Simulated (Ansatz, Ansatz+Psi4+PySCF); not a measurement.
```xyz
4

B     0.0000    0.0000    0.0000
Cl    0.0000    1.7353    0.0000
Cl    1.5029   -0.8677    0.0000
Cl   -1.5029   -0.8677    0.0000
```

Basis set: cc-pVTZ on B; cc-pV(T+d)Z on Cl (spherical functions). Left uncorrelated: 16 orbitals. Charge 0, multiplicity 1.

Computed with Ansatz (development build ahead of 0.2.0); free ground-state atoms in the same class of orbitals, no zero-point energy, no relativity.

The atomization energy of singlet BCl₃ from measured heats of formation, zero-point and thermal terms removed is 13.994 eV (G2/97 set, Curtiss et al., J. Chem. Phys. 106, 1063 (1997), as shipped with ASE); it holds spin-orbit and other relativistic effects.

Problem. How far do RHF-MP2, RHF-CCSD(T), RHF-CCSD, RHF miss it in this basis?

Solution.

```csv
method,atomization energy (eV),computed − measured (eV)
RHF-MP2,14.337,0.343
RHF-CCSD(T),13.527,-0.467
RHF-CCSD,13.166,-0.828
RHF,11.163,-2.831
```
